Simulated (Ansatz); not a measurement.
CH₃NS (SMILES N=CS), closed shell: a trajectory.

The input file, in.yaml:

```yaml
crystal:
  periodic: [false, false, false]
  atoms:
    - {symbol: N, position_ang: [-1.016680, -0.027060, -0.224580]}
    - {symbol: C, position_ang: [0.230760, -0.039090, -0.357790]}
    - {symbol: S, position_ang: [1.264080, 0.119970, 1.032590]}
    - {symbol: H, position_ang: [-1.555200, -0.125710, -1.078900]}
    - {symbol: H, position_ang: [0.813100, -0.142250, -1.277160]}
    - {symbol: H, position_ang: [0.263950, 0.214140, 1.905850]}
basis:
  gaussian: {orbitals: def2-SVP}
hamiltonian: {xc: pbe0, dispersion: d4}
md: {n_steps: 60, timestep: 0.5, temperature: 500, ensemble: nvt_nose_hoover, seed: 768, initial_velocities: maxwell_boltzmann}
```

Command:

```bash
ansatz run in.yaml --threads 2 --pin off --events-out ev --progress --plain --max-ram 3481MiB
```

What Ansatz 0.2.0 printed:

```
Functional definition: PBE0
  name "PBE0"
  cite "Adamo & Barone, J. Chem. Phys. 110, 6158 (1999) doi:10.1063/1.478522"
  cite "Perdew, Burke & Ernzerhof, Phys. Rev. Lett. 77, 3865 (1996) doi:10.1103/PhysRevLett.77.3865"
  parent pbe
  parameter a = 0.25
  parameter kappa = 0.804
  parameter beta = 0.06672455060314922
  exchange = (1 - a)*pbe_x(kappa = kappa, mu = beta*pi^2/3) + a*exact_x
  correlation = pbe_c(beta = beta)
663 factors; integrals over basis functions are off by at most 3.1e-4 eV
mean field evaluation 1: about -13393.3851 eV, gradient 4.7e1 eV
mean field evaluation 2: about -13383.2571 eV, gradient 7.8e1 eV
mean field evaluation 4: about -13398.3327 eV, gradient 6.2e0 eV
mean field evaluation 8: about -13398.4202 eV, gradient 6.3e-2 eV
mean field -13398.42022116 eV, -492.3828613523 hartree, gradient 4.4e-5 eV, S^2 0.000000; 0 other end points of the search recorded, 0 dependent functions left out
the calculation of the forces begins
reference -13398.42023946 eV, -492.3828620248 hartree; 16, 16 occupied and 45, 45 virtual orbitals, 663 factors
md step     0: t =     0.00 fs  T =   500.0 K  F+E_penalty+E_count = -13398.49808028 eV  E_kin = 0.258520 eV  conserved = -13398.23956028 eV  (23 SCF iters)
md step     1: t =     0.50 fs  T =   482.5 K  F+E_penalty+E_count = -13398.48904808 eV  E_kin = 0.249465 eV  conserved = -13398.23958355 eV  (25 SCF iters)
md step     2: t =     1.00 fs  T =   457.2 K  F+E_penalty+E_count = -13398.47599466 eV  E_kin = 0.236399 eV  conserved = -13398.23959660 eV  (25 SCF iters)
md step     3: t =     1.50 fs  T =   424.1 K  F+E_penalty+E_count = -13398.45884455 eV  E_kin = 0.219273 eV  conserved = -13398.23957402 eV  (25 SCF iters)
md step     4: t =     2.00 fs  T =   384.1 K  F+E_penalty+E_count = -13398.43807341 eV  E_kin = 0.198572 eV  conserved = -13398.23950661 eV  (25 SCF iters)
md step     5: t =     2.50 fs  T =   339.3 K  F+E_penalty+E_count = -13398.41483470 eV  E_kin = 0.175440 eV  conserved = -13398.23940433 eV  (25 SCF iters)
md step     6: t =     3.00 fs  T =   293.1 K  F+E_penalty+E_count = -13398.39080032 eV  E_kin = 0.151527 eV  conserved = -13398.23928989 eV  (25 SCF iters)
md step     7: t =     3.50 fs  T =   248.8 K  F+E_penalty+E_count = -13398.36780377 eV  E_kin = 0.128639 eV  conserved = -13398.23918972 eV  (25 SCF iters)
md step     8: t =     4.00 fs  T =   209.5 K  F+E_penalty+E_count = -13398.34742944 eV  E_kin = 0.108340 eV  conserved = -13398.23912469 eV  (25 SCF iters)
md step     9: t =     4.50 fs  T =   177.2 K  F+E_penalty+E_count = -13398.33068977 eV  E_kin = 0.091633 eV  conserved = -13398.23910378 eV  (25 SCF iters)
md step    10: t =     5.00 fs  T =   152.5 K  F+E_penalty+E_count = -13398.31788986 eV  E_kin = 0.078828 eV  conserved = -13398.23912195 eV  (25 SCF iters)
md step    11: t =     5.50 fs  T =   134.7 K  F+E_penalty+E_count = -13398.30872018 eV  E_kin = 0.069633 eV  conserved = -13398.23916060 eV  (25 SCF iters)
md step    12: t =     6.00 fs  T =   122.7 K  F+E_penalty+E_count = -13398.30255447 eV  E_kin = 0.063448 eV  conserved = -13398.23919434 eV  (25 SCF iters)
md step    13: t =     6.50 fs  T =   115.6 K  F+E_penalty+E_count = -13398.29884921 eV  E_kin = 0.059752 eV  conserved = -13398.23920129 eV  (25 SCF iters)
md step    14: t =     7.00 fs  T =   113.0 K  F+E_penalty+E_count = -13398.29748069 eV  E_kin = 0.058427 eV  conserved = -13398.23917456 eV  (25 SCF iters)
md step    15: t =     7.50 fs  T =   115.8 K  F+E_penalty+E_count = -13398.29884559 eV  E_kin = 0.059859 eV  conserved = -13398.23912812 eV  (25 SCF iters)
md step    16: t =     8.00 fs  T =   125.2 K  F+E_penalty+E_count = -13398.30364041 eV  E_kin = 0.064713 eV  conserved = -13398.23909169 eV  (26 SCF iters)
md step    17: t =     8.50 fs  T =   142.2 K  F+E_penalty+E_count = -13398.31240619 eV  E_kin = 0.073504 eV  conserved = -13398.23909496 eV  (26 SCF iters)
md step    18: t =     9.00 fs  T =   166.6 K  F+E_penalty+E_count = -13398.32508171 eV  E_kin = 0.086161 eV  conserved = -13398.23914971 eV  (24 SCF iters)
md step    19: t =     9.50 fs  T =   197.0 K  F+E_penalty+E_count = -13398.34082471 eV  E_kin = 0.101855 eV  conserved = -13398.23924380 eV  (25 SCF iters)
md step    20: t =    10.00 fs  T =   230.5 K  F+E_penalty+E_count = -13398.35819801 eV  E_kin = 0.119180 eV  conserved = -13398.23934877 eV  (25 SCF iters)
md step    21: t =    10.50 fs  T =   264.1 K  F+E_penalty+E_count = -13398.37560724 eV  E_kin = 0.136572 eV  conserved = -13398.23943484 eV  (25 SCF iters)
md step    22: t =    11.00 fs  T =   295.5 K  F+E_penalty+E_count = -13398.39176312 eV  E_kin = 0.152760 eV  conserved = -13398.23948335 eV  (25 SCF iters)
md step    23: t =    11.50 fs  T =   323.1 K  F+E_penalty+E_count = -13398.40597493 eV  E_kin = 0.167058 eV  conserved = -13398.23949082 eV  (25 SCF iters)
md step    24: t =    12.00 fs  T =   347.0 K  F+E_penalty+E_count = -13398.41819812 eV  E_kin = 0.179407 eV  conserved = -13398.23946890 eV  (25 SCF iters)
md step    25: t =    12.50 fs  T =   367.9 K  F+E_penalty+E_count = -13398.42885532 eV  E_kin = 0.190211 eV  conserved = -13398.23943660 eV  (25 SCF iters)
md step    26: t =    13.00 fs  T =   386.9 K  F+E_penalty+E_count = -13398.43852774 eV  E_kin = 0.200028 eV  conserved = -13398.23941422 eV  (24 SCF iters)
md step    27: t =    13.50 fs  T =   404.7 K  F+E_penalty+E_count = -13398.44762667 eV  E_kin = 0.209256 eV  conserved = -13398.23941647 eV  (24 SCF iters)
md step    28: t =    14.00 fs  T =   421.4 K  F+E_penalty+E_count = -13398.45615395 eV  E_kin = 0.217891 eV  conserved = -13398.23944785 eV  (25 SCF iters)
md step    29: t =    14.50 fs  T =   436.1 K  F+E_penalty+E_count = -13398.46362535 eV  E_kin = 0.225456 eV  conserved = -13398.23950118 eV  (25 SCF iters)
md step    30: t =    15.00 fs  T =   447.0 K  F+E_penalty+E_count = -13398.46918006 eV  E_kin = 0.231104 eV  conserved = -13398.23955962 eV  (25 SCF iters)
md step    31: t =    15.50 fs  T =   452.3 K  F+E_penalty+E_count = -13398.47184461 eV  E_kin = 0.233883 eV  conserved = -13398.23960252 eV  (24 SCF iters)
md step    32: t =    16.00 fs  T =   450.7 K  F+E_penalty+E_count = -13398.47086439 eV  E_kin = 0.233051 eV  conserved = -13398.23961184 eV  (24 SCF iters)
md step    33: t =    16.50 fs  T =   441.7 K  F+E_penalty+E_count = -13398.46598813 eV  E_kin = 0.228364 eV  conserved = -13398.23958096 eV  (25 SCF iters, 3 dispersion substeps)
md step    34: t =    17.00 fs  T =   425.8 K  F+E_penalty+E_count = -13398.45758112 eV  E_kin = 0.220174 eV  conserved = -13398.23951864 eV  (25 SCF iters, 3 dispersion substeps)
md step    35: t =    17.50 fs  T =   404.8 K  F+E_penalty+E_count = -13398.44650414 eV  E_kin = 0.209320 eV  conserved = -13398.23944609 eV  (25 SCF iters, 3 dispersion substeps)
md step    36: t =    18.00 fs  T =   380.7 K  F+E_penalty+E_count = -13398.43380245 eV  E_kin = 0.196821 eV  conserved = -13398.23938662 eV  (24 SCF iters, 3 dispersion substeps)
md step    37: t =    18.50 fs  T =   355.0 K  F+E_penalty+E_count = -13398.42036194 eV  E_kin = 0.183552 eV  conserved = -13398.23935229 eV  (25 SCF iters, 3 dispersion substeps)
md step    38: t =    19.00 fs  T =   328.9 K  F+E_penalty+E_count = -13398.40672308 eV  E_kin = 0.170057 eV  conserved = -13398.23933868 eV  (24 SCF iters, 3 dispersion substeps)
md step    39: t =    19.50 fs  T =   302.9 K  F+E_penalty+E_count = -13398.39313963 eV  E_kin = 0.156605 eV  conserved = -13398.23933004 eV  (25 SCF iters, 3 dispersion substeps)
md step    40: t =    20.00 fs  T =   277.4 K  F+E_penalty+E_count = -13398.37980484 eV  E_kin = 0.143406 eV  conserved = -13398.23931122 eV  (25 SCF iters, 3 dispersion substeps)
md step    41: t =    20.50 fs  T =   253.0 K  F+E_penalty+E_count = -13398.36706610 eV  E_kin = 0.130809 eV  conserved = -13398.23927848 eV  (25 SCF iters, 3 dispersion substeps)
md step    42: t =    21.00 fs  T =   230.9 K  F+E_penalty+E_count = -13398.35548037 eV  E_kin = 0.119366 eV  conserved = -13398.23923898 eV  (25 SCF iters, 3 dispersion substeps)
md step    43: t =    21.50 fs  T =   212.2 K  F+E_penalty+E_count = -13398.34570305 eV  E_kin = 0.109720 eV  conserved = -13398.23920484 eV  (25 SCF iters, 3 dispersion substeps)
md step    44: t =    22.00 fs  T =   198.1 K  F+E_penalty+E_count = -13398.33830593 eV  E_kin = 0.102437 eV  conserved = -13398.23918445 eV  (25 SCF iters, 3 dispersion substeps)
md step    45: t =    22.50 fs  T =   189.3 K  F+E_penalty+E_count = -13398.33364133 eV  E_kin = 0.097868 eV  conserved = -13398.23917995 eV  (25 SCF iters, 3 dispersion substeps)
md step    46: t =    23.00 fs  T =   185.9 K  F+E_penalty+E_count = -13398.33179985 eV  E_kin = 0.096109 eV  conserved = -13398.23918893 eV  (25 SCF iters, 3 dispersion substeps)
md step    47: t =    23.50 fs  T =   187.7 K  F+E_penalty+E_count = -13398.33263961 eV  E_kin = 0.097024 eV  conserved = -13398.23920802 eV  (25 SCF iters, 3 dispersion substeps)
md step    48: t =    24.00 fs  T =   194.0 K  F+E_penalty+E_count = -13398.33583870 eV  E_kin = 0.100296 eV  conserved = -13398.23923419 eV  (25 SCF iters, 3 dispersion substeps)
md step    49: t =    24.50 fs  T =   204.0 K  F+E_penalty+E_count = -13398.34095121 eV  E_kin = 0.105486 eV  conserved = -13398.23926384 eV  (25 SCF iters, 3 dispersion substeps)
md step    50: t =    25.00 fs  T =   216.8 K  F+E_penalty+E_count = -13398.34748209 eV  E_kin = 0.112108 eV  conserved = -13398.23928975 eV  (25 SCF iters, 3 dispersion substeps)
md step    51: t =    25.50 fs  T =   231.6 K  F+E_penalty+E_count = -13398.35500632 eV  E_kin = 0.119746 eV  conserved = -13398.23930298 eV  (24 SCF iters, 3 dispersion substeps)
md step    52: t =    26.00 fs  T =   247.9 K  F+E_penalty+E_count = -13398.36330518 eV  E_kin = 0.128190 eV  conserved = -13398.23929840 eV  (25 SCF iters, 3 dispersion substeps)
md step    53: t =    26.50 fs  T =   265.9 K  F+E_penalty+E_count = -13398.37243266 eV  E_kin = 0.137487 eV  conserved = -13398.23928195 eV  (25 SCF iters, 3 dispersion substeps)
md step    54: t =    27.00 fs  T =   285.9 K  F+E_penalty+E_count = -13398.38261014 eV  E_kin = 0.147842 eV  conserved = -13398.23927280 eV  (25 SCF iters, 3 dispersion substeps)
md step    55: t =    27.50 fs  T =   308.2 K  F+E_penalty+E_count = -13398.39393298 eV  E_kin = 0.159330 eV  conserved = -13398.23929293 eV  (25 SCF iters, 3 dispersion substeps)
md step    56: t =    28.00 fs  T =   331.8 K  F+E_penalty+E_count = -13398.40603676 eV  E_kin = 0.171576 eV  conserved = -13398.23935241 eV  (25 SCF iters, 3 dispersion substeps)
md step    57: t =    28.50 fs  T =   355.2 K  F+E_penalty+E_count = -13398.41795679 eV  E_kin = 0.183632 eV  conserved = -13398.23943763 eV  (25 SCF iters, 3 dispersion substeps)
md step    58: t =    29.00 fs  T =   375.6 K  F+E_penalty+E_count = -13398.42834013 eV  E_kin = 0.194174 eV  conserved = -13398.23951626 eV  (24 SCF iters, 3 dispersion substeps)
md step    59: t =    29.50 fs  T =   390.7 K  F+E_penalty+E_count = -13398.43593733 eV  E_kin = 0.201985 eV  conserved = -13398.23955506 eV  (25 SCF iters, 3 dispersion substeps)
md step    60: t =    30.00 fs  T =   399.3 K  F+E_penalty+E_count = -13398.44010959 eV  E_kin = 0.206437 eV  conserved = -13398.23953835 eV  (24 SCF iters, 3 dispersion substeps)
Total energy: -13398.44012762 eV, -492.3835929010 hartree
Atom 0 at    -1.070145    -0.026243    -0.287535 Å, force     0.322497     0.497883     1.125090 eV/Å
Atom 1 at     0.199090    -0.058447    -0.316888 Å, force    -0.835462    -0.145826    -1.024945 eV/Å
Atom 2 at     1.300163     0.128793     1.044954 Å, force    -0.760089    -0.276905     0.221994 eV/Å
Atom 3 at    -1.560143    -0.012185    -1.185267 Å, force     0.552367    -0.399027    -0.090772 eV/Å
Atom 4 at     0.748008    -0.225832    -1.262920 Å, force     0.357320     0.225904     0.100710 eV/Å
Atom 5 at     0.306639     0.122876     1.992171 Å, force     0.363368     0.097971    -0.332077 eV/Å
Dipole moment:     0.040864    -0.026160    -0.233227 e Å

[the SCF lines of later steps are left out]
```

The lines “mean field evaluation” count trial sets of orbitals through the whole run, from several starts and some on an approximate energy, so they need not fall steadily or lie above the final value.

Hardware: 2 CPU threads of an Intel Xeon, shared host. Wall time about 2.5 min.
